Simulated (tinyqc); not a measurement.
Extended Hueckel theory, for N2, step by step. Computed by tinyqc, a small Python program that keeps every step (integrals from PySCF). Settings: charge = 0, K = 2.0, multiplicity = 1. Command: `OMP_NUM_THREADS=1 python tinyqc.py 23373 23374 out.jsonl` (the two numbers bound the seeds that draw the settings). One thread of a shared host (Intel(R) Xeon(R) Processor @ 2.60GHz), about 0.01 s of CPU time with the checks.

## Overlaps

Geometry (angstrom):
```
atom         x         y         z
N     0.000000  0.000000  0.000000
N     0.000000  0.000000  1.056000
```

Parameters chosen for this run:
```
element  shell  Slater exponent   H_ii (eV)
N           2s         1.950000  -26.000000
N           2p         1.950000  -13.400000
```

Slater orbitals, each expanded in six Gaussians scaled to its exponent.

overlap S, order 1N 2s, 1N 2px, 1N 2py, 1N 2pz, 2N 2s, 2N 2px, 2N 2py, 2N 2pz:
$$\begin{pmatrix}
1.000000 & 0.000000 & 0.000000 & 0.000000 & 0.475004 & 0.000000 & 0.000000 & -0.454473 \\
0.000000 & 1.000000 & 0.000000 & 0.000000 & 0.000000 & 0.303752 & 0.000000 & 0.000000 \\
0.000000 & 0.000000 & 1.000000 & 0.000000 & 0.000000 & 0.000000 & 0.303752 & 0.000000 \\
0.000000 & 0.000000 & 0.000000 & 1.000000 & 0.454473 & 0.000000 & 0.000000 & -0.310829 \\
0.475004 & 0.000000 & 0.000000 & 0.454473 & 1.000000 & 0.000000 & 0.000000 & 0.000000 \\
0.000000 & 0.303752 & 0.000000 & 0.000000 & 0.000000 & 1.000000 & 0.000000 & 0.000000 \\
0.000000 & 0.000000 & 0.303752 & 0.000000 & 0.000000 & 0.000000 & 1.000000 & 0.000000 \\
-0.454473 & 0.000000 & 0.000000 & -0.310829 & 0.000000 & 0.000000 & 0.000000 & 1.000000
\end{pmatrix}$$

## Wolfsberg-Helmholz matrix

diagonal H_ii (eV): 1N 2s -26.000000, 1N 2px -13.400000, 1N 2py -13.400000, 1N 2pz -13.400000, 2N 2s -26.000000, 2N 2px -13.400000, 2N 2py -13.400000, 2N 2pz -13.400000

K = 2.000000

H_ij = K' S_ij (H_ii + H_jj)/2 for i != j (the diagonal keeps H_ii), with K' = 2.

H (eV), order 1N 2s, 1N 2px, 1N 2py, 1N 2pz, 2N 2s, 2N 2px, 2N 2py, 2N 2pz:
$$\begin{pmatrix}
-26.000000 & 0.000000 & 0.000000 & 0.000000 & -24.700192 & 0.000000 & 0.000000 & 17.906233 \\
0.000000 & -13.400000 & 0.000000 & 0.000000 & 0.000000 & -8.140567 & 0.000000 & 0.000000 \\
0.000000 & 0.000000 & -13.400000 & 0.000000 & 0.000000 & 0.000000 & -8.140567 & 0.000000 \\
0.000000 & 0.000000 & 0.000000 & -13.400000 & -17.906233 & 0.000000 & 0.000000 & 8.330215 \\
-24.700192 & 0.000000 & 0.000000 & -17.906233 & -26.000000 & 0.000000 & 0.000000 & 0.000000 \\
0.000000 & -8.140567 & 0.000000 & 0.000000 & 0.000000 & -13.400000 & 0.000000 & 0.000000 \\
0.000000 & 0.000000 & -8.140567 & 0.000000 & 0.000000 & 0.000000 & -13.400000 & 0.000000 \\
17.906233 & 0.000000 & 0.000000 & 8.330215 & 0.000000 & 0.000000 & 0.000000 & -13.400000
\end{pmatrix}$$

## Orbitals

valence electrons = 10

Solve H C = S C e through S^(-1/2); fill by pairs from the bottom, a degenerate level sharing its electrons equally; each orbital has its largest coefficient positive (the first on a tie).

orbital energies (eV): [-34.515039, -19.871439, -16.521976, -16.521976, -13.104460, -7.553970, -7.553970, 101.784639]

occupations: [2.000000, 2.000000, 2.000000, 2.000000, 2.000000, 0.000000, 0.000000, 0.000000]

coefficients, order 1N 2s, 1N 2px, 1N 2py, 1N 2pz, 2N 2s, 2N 2px, 2N 2py, 2N 2pz:
$$\begin{pmatrix}
0.563882 & -0.477815 & 0.000000 & 0.000000 & -0.248118 & 0.000000 & 0.000000 & 1.411031 \\
0.000000 & 0.000000 & 0.481879 & -0.388974 & 0.000000 & 0.837349 & 0.130317 & 0.000000 \\
0.000000 & 0.000000 & 0.388974 & 0.481879 & 0.000000 & -0.130317 & 0.837349 & 0.000000 \\
0.053241 & 0.491674 & 0.000000 & 0.000000 & 0.651325 & 0.000000 & 0.000000 & 1.203697 \\
0.563882 & 0.477815 & 0.000000 & 0.000000 & -0.248118 & 0.000000 & 0.000000 & -1.411031 \\
0.000000 & 0.000000 & 0.481879 & -0.388974 & 0.000000 & -0.837349 & -0.130317 & 0.000000 \\
0.000000 & 0.000000 & 0.388974 & 0.481879 & 0.000000 & 0.130317 & -0.837349 & 0.000000 \\
-0.053241 & 0.491674 & 0.000000 & 0.000000 & -0.651325 & 0.000000 & 0.000000 & 1.203697
\end{pmatrix}$$

sum of one-electron energies = -201.069778 eV

Within a degenerate level the vectors are fixed only up to a rotation; this is one choice.

## Mulliken analysis

P = C n C^T; charge = valence electrons (N 5) minus the sum of (P S)_ii on the atom; overlap population = 2 sum P_ij S_ij between two atoms.

charges: 1N 0.000000, 2N 0.000000

Overlap populations:
```
pair     value
2-1   1.825397
```
